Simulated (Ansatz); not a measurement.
C2H4FNO can be A, `FC1NCO1`, or B, `N/C=C(\O)F`.

Gas-phase electronic energies from Ansatz, PBE0-D4/def2-TZVP geometries. CBS: MP2 limit from def2 TZ/QZ plus the TZ coupled-cluster correction, frozen cores. DFT in def2-TZVPP. B3LYP here is the variant with VWN-RPA as its local correlation; programs differ in this. Each species was taken in one conformer, which may not be the lowest.

A:

Z-matrix (Å, degrees):
```
C
N 1 1.434
F 1 1.358 2 113.8
O 1 1.399 2 93.1 3 -115.3
H 1 1.097 2 118.2 3 125.2
C 2 1.462 1 86.5 3 121.8
H 2 1.010 1 115.7 3 -120.2
H 6 1.096 2 115.4 1 108.3
H 6 1.094 2 114.9 1 -121.5
```

B:

```xyz
9

N     0.003    0.725   -1.323
C     0.406   -0.347   -0.520
C     0.021   -0.525    0.735
O    -0.662    0.375    1.466
F     0.322   -1.644    1.414
H    -0.440    1.458   -0.787
H     0.760    1.110   -1.868
H     1.021   -1.107   -0.982
H    -1.431   -0.047    1.866
```

Problem. Which isomer does CCSD(T)/CBS put lower? Give the gap. (Estimate.)

Solution. Computed: B, by 34.2 kJ/mol.

Problem. Give E(B) − E(A) in kJ/mol with PBE0-D4, CCSD(T)/def2-SVP, B2PLYP, B3LYP, PBE-D4, CCSD(T)/def2-TZVPP, CCSD/def2-TZVPP. (An estimate is asked.)

Solution. Computed: PBE0-D4 -30.3, CCSD(T)/def2-SVP -24.9, B2PLYP -39.3, B3LYP -46.8, PBE-D4 -39.5, CCSD(T)/def2-TZVPP -28.2, CCSD/def2-TZVPP -26.3. None reverses the order clearly.

Problem. Does the order hold for the free energy at 298.15 K (harmonic terms from PBE0-D4)? (An estimate is asked.)

Solution. Computed: Yes: G(B) − G(A) = -43.0 kJ/mol, for one conformer each.

Largest T1 diagnostic: 0.012.

From BLYP to BHLYP (50 % exact exchange), in def2-TZVPP and without D4, E(B) − E(A) moves by +19.8 kJ/mol. In def2-TZVPP, CCSD(T) changes the Hartree–Fock value by −3.9 kJ/mol (the triples alone add −1.9 kJ/mol) and MP2 by −4.4 kJ/mol.
